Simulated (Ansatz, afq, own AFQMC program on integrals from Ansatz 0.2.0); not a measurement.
Ga⁻, triplet: AFQMC among the cluster methods

A free Ga anion.

Basis aug-cc-pVDZ. Only valence electrons are correlated. Ansatz 0.2.0 and our own AFQMC program on the same integrals; the CISD trial comes from CCSD amplitudes, and released means the phaseless constraint is let go. ± is one standard error of the sampling. No spin–orbit coupling.

Determinant: UHF, the one that the program's search chose, which needn't be the lowest solution.

Full CI on the same integrals is exact in this basis and with this determinant's frozen core.

Cautions: no relativity below Rb; no spin-orbit coupling; inner d shell frozen.

```
T1 diagnostic                               : 0.0134
weight of the determinant in the CISD state : 0.924
⟨S²⟩ of the determinant                     : 2.013
size of the correlated space                : 4 electrons in 22 orbitals
```

Reference: full CI, correlation energy -1.560 eV. The released energy is read at 2.40 1/Eh (meV from the phaseless value at times in 1/Eh: -2.4 ± 1.3 at 0.24, -3.2 ± 1.2 at 0.51, -4.8 ± 1.1 at 0.99, -6.0 ± 0.8 at 1.62, -7.2 ± 0.9 at 2.40).

| level | E − E(reference) (kJ/mol) | share of correlation (%) |
| --- | --- | --- |
| HF | 150.5 | 0.00 |
| MP2 | 47.2 | 68.63 |
| CCSD | 5.9 | 96.08 |
| CCSD(T) | 1.8 | 98.78 |
| CCSDT | 0.2 | 99.86 |
| CCSDT(Q) | 0.1 | 99.96 |
| ph-AFQMC/CISD | 1.0 ± 0.2 | 99.32 |
| released AFQMC | 0.3 ± 0.09 | 99.78 |

CCSDT and higher add their correlation energy to the determinant of the CCSD(T) run, since their own runs factorise the integrals more tightly (a shift of under 2 meV). A walk keeps the symmetry of its determinant, which the program's search chose and which needn't be the lowest solution, so a lower state of the same spin and another symmetry isn't excluded. Released energies are given only where the last usable release times agree within the noise; a slower fall can still hide under it.
